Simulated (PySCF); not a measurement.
Geometry:
```csv
atom,x (Å),y (Å),z (Å)
C1,2.579,-0.685,-1.090
C2,1.573,-0.167,-0.649
C3,0.352,0.383,-0.152
C4,0.280,1.610,0.386
C5,-0.871,-0.506,-0.286
O6,-2.002,-0.016,0.362
H7,3.477,-1.130,-1.477
H8,-0.685,1.994,0.726
H9,1.163,2.244,0.479
H10,-1.122,-0.593,-1.356
H11,-0.598,-1.527,0.047
H12,-1.826,-0.023,1.310
```

Geometry: PBE0-D3(BJ)/def2-SVP; GIAO shifts from PySCF 2.14.0 with density-fitted response routines, gas phase, non-relativistic, averaged over equivalent atoms.

At PBE0/STO-3G (36 basis functions, 2.7 s wall time on 1 thread of an Arm Neoverse V1, shared host):
```csv
atoms,δ (ppm)
C4,110.7
C3,109.7
C1,80.9
C2,62.8
C5,56.0
O6,-6.5
H8,5.70
H9,5.66
H7,3.61
H10/H11,2.63
H12,-1.93
```

Shifts are taken against calculated references (same method and geometry level): 13C (σ = 234.69 ppm) and 1H (σ = 32.60 ppm) against TMS; 17O (σ = 341.71 ppm) against H2O.

Problem. Estimate the result of repeating the calculation with PBE0/cc-pVTZ.

Solution. 
```csv
atoms,δ at PBE0/cc-pVTZ,change
C4,126.2,+15.5
C3,141.1,+31.4
C1,86.7,+5.8
C2,83.4,+20.6
C5,67.8,+11.8
O6,36.4,+42.9
H8,6.17,+0.47
H9,5.91,+0.25
H7,2.97,-0.64
H10/H11,4.13,+1.50
H12,-0.07,+1.86
```

Referencing at the same level of theory: TMS for 13C (σref 187.29) and 1H (σref 31.29); 17O (σref 334.84) vs H2O.

The largest change is at O6 (alcohol oxygen). Cost: 264 basis functions, 22 s wall time on 1 thread of an x86-64 server CPU, shared host. The order of the carbon signals changes between the two levels.

Experimental scales use liquid or dissolved standards, which lie at an offset from isolated H2O (liquid H2O: subtract about 36 ppm).
